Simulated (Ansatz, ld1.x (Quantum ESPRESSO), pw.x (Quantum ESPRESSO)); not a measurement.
# From atom to crystal: TM potential for Rb

Rb (Z = 37), norm-conserving Troullier–Martins (Kleinman–Bylander form), made with ld1.x (Quantum ESPRESSO) 7.5 (PBEsol, scalar-relativistic). Core [Kr], reference 4d1 5s0 5p0. Waves: 5s (bound, empty): rc 3.90 bohr; 5p (bound, empty): rc 4.20 bohr; 4d (bound): rc 4.20 bohr. Local part: all-electron potential smoothed inside 3.60 bohr (lloc = -1). Core correction: a·sin(br)/r model core, default radius (core density twice the valence density).

Atomic tests: cutoffs needed: 6 Ry and 8 Ry (the cutoffs (Ry, on a coarse ladder) from which the occupation-weighted sum of valence levels, in a spherical-Bessel basis at the reference potential, stays within 10 and 1 mRy of its value at 400 Ry); ghost test: no extra level below or beside the all-electron valence levels (s, p, d, f tested) (spherical-Bessel basis up to 400 Ry, 20 bohr box); largest excitation error: +15 meV (all-electron minus pseudo) for 4d0 5s1 5p0, out of 4 test configurations.

Crystal test: bcc Rb in pw.x 7.5, no spin, 8³ k-points, Fermi–Dirac smearing 0.01 Ry, cutoffs 50/200 Ry. The reference is all-electron LAPW (Ansatz 0.2.0) with the same functional, mesh and smearing; V0 and B0 come from Birch–Murnaghan fits to the pressures at five volumes. Errors are pseudo minus all-electron; Δ is the rms difference of the E(V) curves that follow from these fits, minima aligned, over ±6 % about the mean V0. Mesh and smearing are coarse, so the numbers serve the comparison and aren't converged zero-temperature values; the lattice is a test structure that the element need not adopt.

| V (Å³/atom) | P all-electron (GPa) | P pseudo (GPa) |
| --- | --- | --- |
| 82.546 | 0.16 | 0.08 |
| 84.719 | 0.07 | -0.00 |
| 86.891 | -0.00 | -0.08 |
| 89.063 | -0.07 | -0.15 |
| 91.236 | -0.13 | -0.21 |

All-electron: a0 = 5.579 Å (V0 = 86.80 Å³/atom), B0 = 2.9 GPa.

Pseudopotential: mean pressure error (GPa): -0.08; a0 (Å): 5.532; a0 error (%): -0.83; B0 error (%): +11.6; Δ (meV/atom): 1.4. This is a poor potential for the solid. The logarithmic derivative shows an extra or strongly shifted pseudo pole above the reference energy (s near 0.70 Ry, p near 1.71 Ry).

Question: At the middle volume, how do free energy and pressure move when the wave cutoff is lowered (ecutrho kept at four times it)?

Answer:

```tsv
cutoff (Ry)	shift of F (meV/atom)	shift of P (GPa)
22	+0.1	+0.00
30	+0.0	+0.00
40	+0.0	+0.00
```

Input at the middle volume:

```
&control
  calculation='scf', prefix='x', pseudo_dir='./', outdir='./tmp', tstress=.true., disk_io='low'
/
&system
  ibrav=0, nat=1, ntyp=1, ecutwfc=50, ecutrho=200, nbnd=7,
  occupations='smearing', smearing='fd', degauss=0.01
/
&electrons
  conv_thr=1e-09, mixing_beta=0.4, electron_maxstep=70
/
ATOMIC_SPECIES
Rb 1.0 Rb.UPF
CELL_PARAMETERS angstrom
  -2.79021885 2.79021885 2.79021885
  2.79021885 -2.79021885 2.79021885
  2.79021885 2.79021885 -2.79021885
ATOMIC_POSITIONS crystal
Rb 0.0000 0.0000 0.0000
K_POINTS automatic
8 8 8 0 0 0
```

```bash
pw.x < Rb.scf.in > Rb.scf.out
```

Lines of the output:

```
Message from routine setup:
     using ibrav=0 with symmetry is DISCOURAGED, use correct ibrav instead
     lattice parameter (alat)  =       9.1327  a.u.
     unit-cell volume          =     586.3695 (a.u.)^3
     number of electrons       =         1.00
     number of Kohn-Sham states=            7
     kinetic-energy cutoff     =      50.0000  Ry
     charge density cutoff     =     200.0000  Ry
     scf convergence threshold =      1.0E-09
     Exchange-correlation= PBESOL
     number of k points=    29  Fermi-Dirac smearing, width (Ry)=  0.0100
     iteration #  1     ecut=    50.00 Ry     beta= 0.40
     total energy              =      -0.56855080 Ry
     estimated scf accuracy    <       0.00508307 Ry
     iteration #  2     ecut=    50.00 Ry     beta= 0.40
     total energy              =      -0.56836913 Ry
     estimated scf accuracy    <       0.00183563 Ry
     iteration #  3     ecut=    50.00 Ry     beta= 0.40
     total energy              =      -0.56837422 Ry
     estimated scf accuracy    <       0.00000013 Ry
     iteration #  4     ecut=    50.00 Ry     beta= 0.40
     total energy              =      -0.56837500 Ry
     estimated scf accuracy    <       0.00000007 Ry
     iteration #  5     ecut=    50.00 Ry     beta= 0.40
     total energy              =      -0.56837500 Ry
     estimated scf accuracy    <       0.00000007 Ry
     iteration #  6     ecut=    50.00 Ry     beta= 0.40
     the Fermi energy is    -0.4189 ev
!    total energy              =      -0.56837500 Ry
     estimated scf accuracy    <          9.9E-10 Ry
     smearing contrib. (-TS)   =      -0.00411026 Ry
     The total energy is F=E-TS. E is the sum of the following terms:
     one-electron contribution =       0.25096214 Ry
     hartree contribution      =       0.00196557 Ry
     xc contribution           =      -0.47209418 Ry
     ewald contribution        =      -0.34509828 Ry
     convergence has been achieved in   6 iterations
          total   stress  (Ry/bohr**3)                   (kbar)     P=       -0.79
```

The run at the middle volume (29 k-points, 6 iterations) took about 10 s on one core of a shared host (Neoverse-V1, 64 threads, 495 GiB, load 47).
